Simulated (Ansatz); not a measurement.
**Rock-salt HfN: TA phonon frequency at L by level of theory**

No measured value is used here.

| level (code) | value (cm⁻¹) | cell (Å³/atom) |
|---|---|---|
| LDA (Ansatz) | 124 | 11.15 |
| BLYP (Ansatz) | ___ | 12.14 |
| PBE (Ansatz) | 115 | 11.76 |
| PBEsol (Ansatz) | 121 | 11.40 |
| revPBE (Ansatz) | 112 | 11.91 |
| RPBE (Ansatz) | ___ | 11.96 |
| PBE-D3(BJ) (Ansatz) | 121 | 11.52 |
| r²SCAN (Ansatz) | ___ | 11.58 |
| r²SCAN+rVV10 (Ansatz) | 120 | 11.50 |

Q: Some entries are withheld; supply them.

A: 
- BLYP (Ansatz, a quantum-chemistry and plane-wave program), value (cm⁻¹): 103
- RPBE (Ansatz), value (cm⁻¹): 111
- r²SCAN (Ansatz), value (cm⁻¹): 117

Density-functional levels without +SOC have no spin–orbit coupling. PBE-D3(BJ): the dispersion coefficients are held fixed in the derivatives. Each level is taken at its own relaxed cell. Cutoffs differ between the levels. Ansatz's density-functional and Hartree–Fock values are scalar-relativistic unless marked +SOC, with PAW data made under PBE.
